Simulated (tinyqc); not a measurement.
A ladder of methods, and size consistency: correlation methods against full CI in the sto-6g basis, for H2O, spin multiplicity 1. Computed by the program tinyqc with PySCF. All electrons correlated; +Q is the Davidson correction (1 - c0^2) E_corr. The last columns treat two copies 100 angstrom apart as one system. FCI is the lowest singlet.

Geometry (angstrom):

| atom | x | y | z |
|---|---|---|---|
| O | 0.0000 | 0.0000 | 0.0000 |
| H | 0.0000 | 0.8580 | 0.7140 |
| H | 0.0000 | -0.8380 | 0.6970 |

RHF energy of one = -75.656809 hartree

Correlation energies (hartree):

| method | E_corr of one | share of FCI (%) | E_corr of two at 100 angstrom | two minus twice one (mhartree) |
|---|---|---|---|---|
| MP2 | -0.05050 | 69.507 | -0.10100 | 0.000 |
| CISD | -0.07081 | 97.463 | -0.13564 | 5.980 |
| CISD+Q | -0.07408 | 101.963 | -0.14661 | 1.557 |
| CCSD | -0.07244 | 99.699 | -0.14487 | 0.000 |
| CCSD(T) | -0.07253 | 99.827 | -0.14506 | 0.000 |
| FCI | -0.07266 | 100.000 | - | - |

What does the comparison show, and why?

MP2 recovers 70 %, CISD 97.5 % and CCSD 99.7 % of the FCI value (c0^2 = 0.954 in CISD). MP2 and coupled cluster are size consistent, so their last column vanishes; CISD loses 5.98 mhartree, since a double excitation on each copy is a quadruple of the pair, and the Davidson correction leaves +1.56.
